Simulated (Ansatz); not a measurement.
# AlBH (doublet): the correlation ladder at scale of all distances = 1.104, 6-31G

Aim: climb from Hartree-Fock through coupled cluster and multireference methods for AlBH (doublet) at one geometry and basis, and see what each rung misses.

Computed with Ansatz 0.2.0, Gaussian basis. Level: 6-31G, core rule «outside noble gas», up to 6 orbitals frozen.

Plan: UHF; CCSD(T) on ROHF; CCSD(T) on UHF; BCCD(T) on ROHF; CISD; CCSDT(Q) on ROHF; CCSDT(Q) on UHF; CCSDTQ on ROHF; CCSDTQ on UHF; CASSCF and MRCISD+Q, 3 electrons in 3 orbitals; CASSCF and NEVPT2, 3 electrons in 3 orbitals; CASSCF and MRCISD+Q, 7 electrons in 9 orbitals; CASSCF and MRCISD+Q(relaxed), 7 electrons in 9 orbitals; CASSCF and NEVPT2, 7 electrons in 9 orbitals; Full CI.

10 further runs of the same task are left out: 6 that didn't finish, 4 set aside as unsound or not needed.

**1. What is computed**

The geometry derives from a PBE0/def2-TZVP stationary point (not a proven minimum). All distances are scaled together.

3 atoms, charge 0, spin multiplicity 2.

Atoms are counted from 1 here; the program's logs count them from 0.

Bond lengths: B1–Al2 2.341 Å, B1–H3 1.321 Å. Angles: Al2–B1–H3 167.9°.

As a file:

```xyz
3

B     0.00000   -0.10155    0.34703
Al    0.00000   -0.03682   -1.99276
H     0.00000    0.13837    1.64573
```

**2. UHF**

in.yaml

```yaml
crystal:
  periodic: [false, false, false]
  atoms:
    - {symbol: B, position_ang: [0.000000, -0.101548, 0.347028]}
    - {symbol: Al, position_ang: [0.000000, -0.036820, -1.992762]}
    - {symbol: H, position_ang: [0.000000, 0.138368, 1.645735]}
basis:
  gaussian: {orbitals: 6-31G}
magnetization: {spin_polarized: true, initial_magnetization: 1}
hamiltonian: {xc: hf}
output: {orbitals: {seedname: orbitals}}
```

Launch:

```
> ansatz run in.yaml --threads 1 --pin off --events-out ev --progress --plain --max-ram 2393MiB
```

The runs that follow: CCSD(T) on ROHF; CCSD(T) on UHF; BCCD(T) on ROHF; CISD; CCSDT(Q) on ROHF; CCSDT(Q) on UHF; CCSDTQ on ROHF; CCSDTQ on UHF; CASSCF and MRCISD+Q, 3 electrons in 3 orbitals; CASSCF and NEVPT2, 3 electrons in 3 orbitals; CASSCF and MRCISD+Q, 7 electrons in 9 orbitals; CASSCF and MRCISD+Q(relaxed), 7 electrons in 9 orbitals; CASSCF and NEVPT2, 7 electrons in 9 orbitals; Full CI.

Before running them: what should the planned runs give, taken together? Wanted: FCI below the RHF energy; RMP2 from FCI; UMP2 from FCI; RCCSD from FCI; RCCSD(T) from FCI; UCCSD(T) from FCI; RCCSDT(Q) from FCI; UCCSDT(Q) from FCI; NEVPT2 pair from FCI.

The runs gave:

| quantity | value |
| --- | --- |
| FCI below the RHF energy | -2.6588 eV |
| RMP2 from FCI | +907.9 meV |
| UMP2 from FCI | +910.0 meV |
| RCCSD from FCI | +97.4 meV |
| RCCSD(T) from FCI | +36.4 meV |
| UCCSD(T) from FCI | +36.7 meV |
| RCCSDT(Q) from FCI | +1.7 meV |
| UCCSDT(Q) from FCI | +1.6 meV |
| NEVPT2 pair from FCI | +819.4 meV |
| MRCISD+Q pair from FCI | -13.8 meV |
| NEVPT2 valence from FCI | +188.6 meV |
| levels within 1 kcal/mol (43 meV) | RCCSD(T), UCCSD(T), BCCD(T), RCCSDT, UCCSDT, RCCSDT(Q), UCCSDT(Q), RCCSDTQ, UCCSDTQ, MRCISD+Q pair, MRCISD valence, MRCISD+Q valence, MRCISD+Q(relaxed) valence |
| T1 diagnostic | 0.032 |
| effectively unpaired electrons | 1.11 |

In words: RCCSD(T) lands +36.4 meV from the yardstick (1.4 % of the correlation energy). MRCISD+Q pair, MRCISD+Q(relaxed) valence fall below full CI: the +Q correction isn't variational, and the cores differ from full CI's. One determinant dominates. Of the multireference levels listed MRCISD+Q(relaxed) valence comes nearest in total energy (-3.7 meV), which doesn't show that its space is the better one. Coupled cluster took another determinant than the lowest Hartree-Fock one. These misses are within one basis, not against nature; the frozen cores of restricted and unrestricted runs differ, which can shift their rows.
